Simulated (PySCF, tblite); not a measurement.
# C5H11F: dynamics, then NMR shifts on frames, part 2 of 2

tblite 0.8.0 and PySCF 2.14.0. Atoms count from 0.

### Step 5. Shielding tensors: 625 fs, PBE0/pcSseg-1

What the job is given:

```
{"job": {"kind": "nmr", "xc": "PBE0", "basis": "pcSseg-1", "pop": false}, "charge": 0, "multiplicity": 1}
C     -2.333200     0.830400     1.517600
C     -1.289700     0.458600     0.458700
C     -1.165300    -1.087600     0.301100
C      0.014800     1.235900     0.906300
C      1.340800     1.080600     0.117200
F      2.336900     0.720300     0.996300
H     -2.333600     1.894500     1.510200
H     -3.304700     0.474400     1.229000
H     -2.076000     0.391700     2.492300
H     -1.691900     0.918400    -0.473700
H     -1.251100    -1.606700     1.253500
H     -0.105000    -1.377000    -0.021600
H     -1.946100    -1.374200    -0.447600
H     -0.274000     2.308900     1.034800
H      0.282200     1.046900     1.916800
H      1.273100     0.219300    -0.566200
H      1.646800     1.927600    -0.500200
```

Method: GIAO PBE0/pcSseg-1 NMR shielding, non-relativistic, gas phase.

Standard output:

```text
coarse grid: 13336 points
cycle   1  E = -296.4951737574  dE =  2.813e-01  |g| = 5.377e-01  |ddm| = 3.298e+00
cycle   2  E = -296.4690511065  dE =  2.612e-02  |g| = 6.914e-01  |ddm| = 8.540e-01
cycle   3  E = -296.5538880617  dE = -8.484e-02  |g| = 5.700e-02  |ddm| = 4.693e-01
cycle   4  E = -296.5543679531  dE = -4.799e-04  |g| = 2.768e-02  |ddm| = 5.082e-02
cycle   5  E = -296.5545284046  dE = -1.605e-04  |g| = 3.869e-03  |ddm| = 2.217e-02
cycle   6  E = -296.5545311903  dE = -2.786e-06  |g| = 1.477e-03  |ddm| = 4.402e-03
final grid: 126736 points
cycle   7  E = -296.5989440770  dE = -3.807e-05  |g| = 9.279e-03  |ddm| = 2.676e-02
cycle   8  E = -296.5989336401  dE =  1.044e-05  |g| = 1.166e-02  |ddm| = 1.713e-02
cycle   9  E = -296.5989655331  dE = -3.189e-05  |g| = 9.750e-04  |ddm| = 9.390e-03
cycle  10  E = -296.5989656836  dE = -1.505e-07  |g| = 2.034e-04  |ddm| = 7.535e-04
cycle  11  E = -296.5989656897  dE = -6.084e-09  |g| = 5.516e-05  |ddm| = 1.616e-04
cycle  12  E = -296.5989656903  dE = -6.237e-10  |g| = 1.831e-05  |ddm| = 5.576e-05
converged SCF energy = -296.5989656903

GIAO shielding tensors (ppm)
atom      isotropic    diamagn.    paramagn.     s11        s22        s33       span
  0 C      159.391     247.928     -88.537    144.214    149.155    184.804     40.590
  1 C      151.562     242.959     -91.397    145.102    152.043    157.541     12.439
  2 C      163.441     248.576     -85.135    147.769    158.489    184.066     36.297
  3 C      140.426     247.402    -106.976    112.430    131.391    177.457     65.027
  4 C      104.349     244.681    -140.332     65.922     81.812    165.313     99.391
  5 F      405.554     471.421     -65.867    334.645    396.123    485.894    151.249
  6 H       30.995      29.899       1.097     26.253     29.440     37.294     11.040
  7 H       30.649      29.268       1.381     26.599     28.107     37.242     10.643
  8 H       30.602      29.343       1.259     27.393     28.775     35.637      8.244
  9 H       29.709      32.104      -2.395     26.658     27.390     35.079      8.421
 10 H       30.675      31.106      -0.431     26.928     29.025     36.073      9.145
 11 H       28.727      30.510      -1.782     24.001     28.405     33.776      9.774
 12 H       29.320      29.666      -0.345     24.641     26.914     36.406     11.765
 13 H       29.127      30.875      -1.748     24.508     29.649     33.225      8.717
 14 H       30.807      33.020      -2.213     27.021     31.409     33.992      6.971
 15 H       26.821      31.241      -4.420     23.064     27.658     29.740      6.676
 16 H       26.878      29.022      -2.144     22.876     27.274     30.483      7.607
```

Wall time 10 s (1 thread of AMD EPYC 9R14, shared host); peak memory 0.73 GiB.

Key values: δ C4 82.6, C3 46.5, C1 35.4, C0 27.5, H15 4.90, H16 4.84 ppm.

### Step 6. Shielding tensors: 800 fs, PBE0/pcSseg-1

What the job is given:

```
{"job": {"kind": "nmr", "xc": "PBE0", "basis": "pcSseg-1", "pop": false}, "charge": 0, "multiplicity": 1}
C     -2.616800     1.027700     1.548200
C     -1.512300     0.496000     0.752900
C     -1.731700    -0.901500     0.197900
C     -0.170200     0.600800     1.617500
C      1.044000     0.740700     0.683700
F      2.255600     0.839100     1.356500
H     -2.442400     2.059500     1.879800
H     -3.600500     0.993200     1.117200
H     -2.678000     0.513400     2.502000
H     -1.357500     1.131400    -0.080600
H     -2.364100    -0.858600    -0.647400
H     -2.226400    -1.609800     0.875000
H     -0.811100    -1.250000    -0.176800
H     -0.185800     1.488000     2.206400
H     -0.101900    -0.234800     2.267800
H      1.074200    -0.057400    -0.048000
H      0.910300     1.666700     0.194200
```

With the program's defaults for keys left out, this is: GIAO PBE0/pcSseg-1 NMR shielding, non-relativistic, gas phase.

Standard output:

```text
coarse grid: 13336 points
cycle   1  E = -296.4988812664  dE =  5.049e-01  |g| = 5.505e-01  |ddm| = 3.358e+00
cycle   2  E = -296.4761588082  dE =  2.272e-02  |g| = 6.882e-01  |ddm| = 9.030e-01
cycle   3  E = -296.5613803282  dE = -8.522e-02  |g| = 6.448e-02  |ddm| = 4.916e-01
cycle   4  E = -296.5620169378  dE = -6.366e-04  |g| = 2.783e-02  |ddm| = 5.495e-02
cycle   5  E = -296.5621741328  dE = -1.572e-04  |g| = 4.412e-03  |ddm| = 2.381e-02
cycle   6  E = -296.5621777200  dE = -3.587e-06  |g| = 1.846e-03  |ddm| = 5.288e-03
final grid: 126736 points
cycle   7  E = -296.6062195296  dE = -4.829e-05  |g| = 1.021e-02  |ddm| = 2.894e-02
cycle   8  E = -296.6062063382  dE =  1.319e-05  |g| = 1.298e-02  |ddm| = 1.870e-02
cycle   9  E = -296.6062447060  dE = -3.837e-05  |g| = 1.192e-03  |ddm| = 1.057e-02
cycle  10  E = -296.6062449268  dE = -2.208e-07  |g| = 2.232e-04  |ddm| = 9.975e-04
cycle  11  E = -296.6062449339  dE = -7.031e-09  |g| = 6.589e-05  |ddm| = 1.748e-04
cycle  12  E = -296.6062449348  dE = -9.344e-10  |g| = 1.903e-05  |ddm| = 5.970e-05
converged SCF energy = -296.6062449348

GIAO shielding tensors (ppm)
atom      isotropic    diamagn.    paramagn.     s11        s22        s33       span
  0 C      167.340     241.618     -74.279    146.425    164.211    191.383     44.957
  1 C      163.704     246.701     -82.997    154.846    163.956    172.311     17.465
  2 C      171.608     248.432     -76.824    156.318    163.363    195.144     38.826
  3 C      144.455     250.928    -106.473    117.809    139.388    176.168     58.359
  4 C      102.469     244.979    -142.511     53.635     82.252    171.519    117.884
  5 F      421.411     469.616     -48.205    400.007    406.522    457.702     57.695
  6 H       30.573      27.957       2.617     25.802     28.410     37.508     11.706
  7 H       31.044      27.468       3.577     26.345     28.137     38.650     12.305
  8 H       30.965      28.044       2.922     27.191     29.070     36.634      9.443
  9 H       31.577      34.553      -2.976     28.891     29.723     36.118      7.227
 10 H       31.594      31.693      -0.099     27.103     28.845     38.835     11.732
 11 H       30.862      30.387       0.475     27.282     28.167     37.138      9.856
 12 H       31.603      33.191      -1.589     25.846     31.234     37.729     11.883
 13 H       30.810      33.013      -2.204     26.416     31.294     34.719      8.303
 14 H       30.845      32.943      -2.098     28.057     30.176     34.301      6.245
 15 H       27.441      31.326      -3.884     22.273     28.941     31.110      8.837
 16 H       27.841      31.999      -4.158     22.942     29.606     30.975      8.033
```

Wall time 11 s (1 thread of AMD EPYC 9R14, shared host); peak memory 0.79 GiB.

In short: δ C4 84.5, C3 42.5, C1 23.2, C0 19.6, H15 4.28, H16 3.88 ppm.

### Step 7. Nuclear shieldings: 1000 fs, PBE0/pcSseg-1

What the job is given:

```
{"job": {"kind": "nmr", "xc": "PBE0", "basis": "pcSseg-1", "pop": false}, "charge": 0, "multiplicity": 1}
C     -2.679600     1.581400     2.044200
C     -1.763800     1.256800     0.898600
C     -2.193900     0.046900     0.105100
C     -0.361500     1.096300     1.499200
C      0.818600     0.519600     0.666600
F      2.057800     0.422300     1.407400
H     -2.380500     2.426800     2.633300
H     -3.616000     1.759500     1.609600
H     -2.745800     0.693800     2.711900
H     -1.761500     2.111500     0.183700
H     -3.221600     0.262100    -0.218100
H     -2.244400    -0.827200     0.766500
H     -1.653800    -0.165300    -0.795700
H     -0.158500     2.026500     1.887800
H     -0.586200     0.507300     2.332100
H      0.611400    -0.481800     0.304100
H      1.082100     1.255800    -0.164700
```

Level: GIAO PBE0/pcSseg-1 NMR shielding, non-relativistic, gas phase.

Standard output:

```text
coarse grid: 13336 points
cycle   1  E = -296.4848191627  dE =  4.108e-01  |g| = 5.836e-01  |ddm| = 3.333e+00
cycle   2  E = -296.4451856829  dE =  3.963e-02  |g| = 7.892e-01  |ddm| = 9.978e-01
cycle   3  E = -296.5541994020  dE = -1.090e-01  |g| = 7.935e-02  |ddm| = 5.679e-01
cycle   4  E = -296.5552941584  dE = -1.095e-03  |g| = 3.067e-02  |ddm| = 7.120e-02
cycle   5  E = -296.5554874786  dE = -1.933e-04  |g| = 5.323e-03  |ddm| = 2.898e-02
cycle   6  E = -296.5554930645  dE = -5.586e-06  |g| = 2.070e-03  |ddm| = 6.098e-03
final grid: 126736 points
cycle   7  E = -296.5997300327  dE = -4.866e-05  |g| = 1.010e-02  |ddm| = 3.302e-02
cycle   8  E = -296.5997150739  dE =  1.496e-05  |g| = 1.326e-02  |ddm| = 1.930e-02
cycle   9  E = -296.5997549827  dE = -3.991e-05  |g| = 1.357e-03  |ddm| = 1.091e-02
cycle  10  E = -296.5997552632  dE = -2.805e-07  |g| = 2.675e-04  |ddm| = 1.100e-03
cycle  11  E = -296.5997552738  dE = -1.059e-08  |g| = 8.054e-05  |ddm| = 2.216e-04
cycle  12  E = -296.5997552752  dE = -1.427e-09  |g| = 2.021e-05  |ddm| = 7.146e-05
cycle  13  E = -296.5997552753  dE = -8.811e-11  |g| = 3.169e-06  |ddm| = 1.744e-05
converged SCF energy = -296.5997552753

GIAO shielding tensors (ppm)
atom      isotropic    diamagn.    paramagn.     s11        s22        s33       span
  0 C      161.008     247.573     -86.565    145.158    149.729    188.136     42.978
  1 C      158.102     248.856     -90.755    153.737    156.082    164.486     10.749
  2 C      165.622     245.609     -79.987    151.106    159.663    186.097     34.992
  3 C      150.410     246.820     -96.411    117.853    153.879    179.497     61.645
  4 C       90.712     244.351    -153.640     40.003     71.428    160.704    120.700
  5 F      405.078     470.723     -65.646    380.237    396.682    438.313     58.076
  6 H       30.830      28.503       2.327     26.670     28.406     37.413     10.743
  7 H       31.464      28.844       2.621     26.946     28.873     38.574     11.628
  8 H       30.656      28.540       2.116     27.415     28.888     35.665      8.250
  9 H       29.830      32.394      -2.564     26.728     27.296     35.465      8.737
 10 H       30.494      29.709       0.785     25.960     28.368     37.153     11.193
 11 H       31.067      30.906       0.160     28.127     28.552     36.521      8.394
 12 H       30.978      32.072      -1.094     26.274     29.271     37.388     11.115
 13 H       31.280      33.526      -2.246     26.464     31.509     35.866      9.402
 14 H       31.740      34.401      -2.661     27.143     33.628     34.449      7.306
 15 H       26.690      31.326      -4.635     21.308     28.051     30.713      9.404
 16 H       25.729      29.422      -3.693     20.811     27.997     28.379      7.568
```

Run time: 11 s. Hardware: 1 thread of AMD EPYC 9R14, shared host; peak memory 0.79 GiB.

This run: δ C4 96.2, C3 36.5, C1 28.8, C0 25.9, H16 5.99, H15 5.03 ppm.

### Step 8. Run by run: NMR shifts

Shifts (ppm) of some atoms, chosen among heavy atoms and hydrogens apart, with basis size and wall time:

```
  frame    C4    C3    C1    C2    H9    H12      F5  functions  time
 250 fs  91.2  48.4  32.4  21.8  1.41  -0.05  -238.0        157  15 s
 425 fs  91.3  46.9  35.3  31.7  2.92   1.26  -227.6        157  10 s
 625 fs  82.6  46.5  35.4  23.5  2.01   2.40  -234.6        157  10 s
 800 fs  84.5  42.5  23.2  15.3  0.14   0.11  -250.5        157  11 s
1000 fs  96.2  36.5  28.8  21.3  1.89   0.74  -234.1        157  11 s
```

### Step 9. Summary of results

This closing draws on all 2 parts.

| quantity | value |
| --- | --- |
| thermostat | 300 K |
| mean temperature, second half | 324 K |
| mean potential energy above the minimum | 0.65 eV |
| 13C shifts against TMS (PBE0/pcSseg-1, 250 fs) | 91.2, 48.4, 32.4, 25.0, 21.8 ppm |
| 1H shifts against TMS (PBE0/pcSseg-1, 250 fs) | 5.78, 3.68, 1.63, 1.49, 1.41, 1.34, 0.98, 0.88, 0.36, -0.05, -0.49 ppm |
| 19F shifts against CFCl3 (PBE0/pcSseg-1, 250 fs) | -238.0 ppm |
| potential on the surface of density 0.002 e/bohr³, 1st and 99th percentile | -1.21 V and 1.07 V |
| range of the shift of F5 | -250.5 to -227.6 ppm |

**Reading.** In the second half the potential energy averages 0.65 eV above the minimum; equipartition over 45 harmonic modes at 300 K would give 0.58 eV. With 17 atoms the temperature swings widely (170 to 442 K). Shifts at one fixed geometry are not the observed spectrum, which averages over the motion. In the first frame run (250 fs): The largest span, 102 ppm, is at C4, where the paramagnetic term is -149 ppm. Across the 5 runs the shift of F5 moves most, between -250.5 (800 fs) and -227.6 ppm (425 fs).
